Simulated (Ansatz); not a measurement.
```yaml
crystal:
  periodic: [false, false, false]
  atoms:
    - {symbol: Si, position_ang: [0.000000, 0.000000, 0.000000]}
    - {symbol: H, position_ang: [0.000000, 0.000000, 1.420000]}
basis:
  gaussian: {orbitals: def2-TZVP}
total_charge: 1
hamiltonian: {xc: pbe0}
relax: {f_tol: 0.004, max_steps: 80}
```

```sh
$ ansatz run in.yaml --threads 1 --pin off --events-out ev --progress --plain --max-ram 2176MiB
```

Steps of the relaxation (energy above the last step; positions in Å, forces in eV/Å):

```
2
step 1, 90.6 meV
Si    0.000    0.000    0.000    0.000    0.000   -1.977
H     0.000    0.000    1.420    0.000    0.000    1.977
```

```
2
step 2, 11.4 meV
Si    0.000    0.000   -0.031    0.000    0.000   -0.640
H     0.000    0.000    1.451    0.000    0.000    0.640
```

```
2
step 3, 0.1 meV
Si    0.000    0.000   -0.048    0.000    0.000   -0.042
H     0.000    0.000    1.468    0.000    0.000    0.042
```

```
2
step 4, 0.0 meV
Si    0.000    0.000   -0.049    0.000    0.000    0.001
H     0.000    0.000    1.469    0.000    0.000   -0.001
```

Close pairs at the end: Si1–H2 1.519 Å.

A stationary point of restricted PBE0 after 4 steps (its stability towards spin polarisation wasn't tested). 0.84 s on 1 thread of Intel Xeon 6975P-C, shared host.
